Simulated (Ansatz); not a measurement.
Reaction: CHO2 (SMILES C(=O)[O], doublet) → CHO2- (SMILES O=C[O-]) (an electron is taken up)
Each species at its own B3LYP-D3(BJ)/def2-TZVP minimum (Ansatz, an electronic-structure program).

Total energies in hartree (Ansatz). Open shells are spin-unrestricted; no spin-orbit coupling. Correlated methods leave the cores frozen. No relativity. The UHF reference of CHO2 ([O]C=O, doublet) is spin-contaminated (<S^2> up to 0.04 over the pure value in the sets run). The determinant of CHO2 ([O]C=O, doublet) is a saddle point of the SCF energy; a lower one exists, which strains HF and MP2.

```csv
species,HF/aug-cc-pVTZ,CCSD(T)/aug-cc-pVTZ,HF/aug-cc-pVQZ,CCSD(T)/aug-cc-pVQZ,CCSD(T)/aug-cc-pVDZ,CCSDT(Q)/aug-cc-pVDZ
"1: CHO2 (SMILES C([O])=O, doublet)",-188.15847,-188.82541,-188.17077,-188.87384,-188.66875,-188.67276
2: CHO2- (SMILES C(=O)[O-]),-188.27446,-188.95719,-188.28649,-189.00717,-188.79708,-188.79941
```

Problem. Work out the adiabatic electron affinity (electronic), positive where energy is released in eV: take Hartree-Fock from aug-cc-pVQZ, extrapolate the CCSD(T) correlation energy as X^-3 (X = 3, 4), and add CCSDT(Q) - CCSD(T) in aug-cc-pVDZ. 1 hartree = 27.211 eV.

Solution. 
Species 1: correlation (64·(-0.70307) - 27·(-0.66694))/37 = -0.72944; step -0.00401; E1 = -188.17077 + (-0.72944) + (-0.00401) = -188.90422
Species 2: correlation (64·(-0.72068) - 27·(-0.68273))/37 = -0.74837; step -0.00233; E2 = -188.28649 + (-0.74837) + (-0.00233) = -189.03719
+1·E1 -1·E2 = 0.13297 hartree = 3.62 eV.
